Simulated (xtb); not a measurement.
F, charge -2, doublet (a state made from the parent by changing its charge; the spin is typed, not shown lowest); GFN2-xTB (xtb).

Here is a job for xtb.
```
$ xtb mol.xyz --gfn 2 --chrg -2 --uhf 1 --json

# file mol.xyz
1

F      0.00000000     0.00000000     0.00000000
```

### Question
Predict the main parts of the log of this xtb run.

### Answer

```
   ID    Z sym.   atoms
    1    9 F      1

           -------------------------------------------------
          |                Calculation Setup                |
           -------------------------------------------------

           -------------------------------------------------
          |                 G F N 2 - x T B                 |
           -------------------------------------------------

########################################################################
[ERROR] Program stopped due to fatal error
-3- Single point calculation terminated
-2- xtb_calculator_singlepoint: Electronic structure method terminated
-1- scf: Not enough basis functions for filling orbitals
########################################################################
```

The input was rejected before any calculation.
